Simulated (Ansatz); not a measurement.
# Ge–AsH₂⁺, quintet: the ladder up to RCCSDTQ

Geometry: that of the Ge–AsH2, quartet, kept fixed. The triplet lies 3.4 eV lower here.

| atom | x (Å) | y (Å) | z (Å) |
| --- | --- | --- | --- |
| Ge | 0.0238 | 0.0000 | 1.3085 |
| As | -0.0491 | 0.0000 | -1.2267 |
| H | 0.9651 | 1.0935 | -1.5596 |
| H | 0.9651 | -1.0935 | -1.5596 |

Basis cc-pVDZ; Ansatz 0.2.0. Only valence electrons are correlated (noble-gas cores and the filled d shells of p-block atoms frozen), which leaves 10 electrons in 36 orbitals. R marks a restricted (for open shells ROHF) determinant, U an unrestricted one. Active spaces: valence = (10e, 10o) chosen from the atoms' valence shells. No spin–orbit coupling is included, and no scalar relativity.

Full CI isn't at hand for all of this; RCCSDTQ serves as the reference, and is uncertain by about the last step of the cluster series. The frozen core follows each run's orbitals, which can shift R against U totals by a few meV for light atoms and by up to 0.1 eV past Ca.

For open shells CISD is restricted-active-space CI with the open shells as a complete middle space.

The UHF ⟨S²⟩ is 6.012, the T1 diagnostic (RCCSD) is 0.0374 and the largest doubles amplitude (RCCSD) is 0.059.

```tsv
level	E − E(RHF) (eV)
RMP2	-3.4448
RCCSD	-4.3558
RCCSD(T)	-4.4945
```

(1) Estimate how far RCCSDTQ in cc-pVDZ lies from RCCSD(T). The table doesn't fix it; the size of (T) and the diagnostics are the guide.

(1) RCCSDTQ in cc-pVDZ lies 46 meV below RCCSD(T), which is 33 % of the (T) step (-139 meV). T1 is raised, and the rest is a large part of (T). The miss exceeds 1 kcal/mol.

The other levels:

```json
{"level": "CISD", "E − E(RCCSDTQ) (meV)": "426", "share of correlation (%)": "90.62", "wall time": "6 s"}
{"level": "BCCD(T)", "E − E(RCCSDTQ) (meV)": "44", "share of correlation (%)": "99.03", "wall time": "6.5 s"}
{"level": "RCCSDT", "E − E(RCCSDTQ) (meV)": "8", "share of correlation (%)": "99.82", "wall time": "–"}
{"level": "RCCSDT(Q)", "E − E(RCCSDTQ) (meV)": "1", "share of correlation (%)": "99.98", "wall time": "20 s"}
{"level": "CASSCF (valence space)", "E − E(RCCSDTQ) (meV)": "3044", "share of correlation (%)": "32.95", "wall time": "–"}
{"level": "NEVPT2 (valence space)", "E − E(RCCSDTQ) (meV)": "818", "share of correlation (%)": "81.98", "wall time": "6.5 s"}
{"level": "MRCISD (valence space)", "E − E(RCCSDTQ) (meV)": "228", "share of correlation (%)": "94.97", "wall time": "–"}
{"level": "MRCISD+Q (valence space)", "E − E(RCCSDTQ) (meV)": "46", "share of correlation (%)": "98.99", "wall time": "4.7 s (H100)"}
{"level": "MRCISD+Q(relaxed) (valence space)", "E − E(RCCSDTQ) (meV)": "-5", "share of correlation (%)": "100.10", "wall time": "7 s (H100)"}
```

The correlation energy at RCCSDTQ, counted from RHF, is -4.540 eV. That run took 66 s on 2 threads of AMD EPYC 7R13 with a shared H100 80 GB, shared host.

Run but not shown, since their state, orbitals or frozen core can't be matched to the reference's or they repeat it: UHF, UMP2, UCCSD, UCCSD(T), UCCSDT, UCCSDT(Q).

Times hold each run's SCF and search for its determinant on a shared host, so for small cases they say little of a method's own cost; rows without a card ran on 1 thread of AMD EPYC 7R13. Some runs computed forces too.

Natural occupations of CASSCF (valence space) about the gap: 1.982 1.961 1.960 1.011 0.999 0.998 0.996 0.035 0.030 0.027; effectively unpaired electrons, Σ n²(2−n)², 4.02.
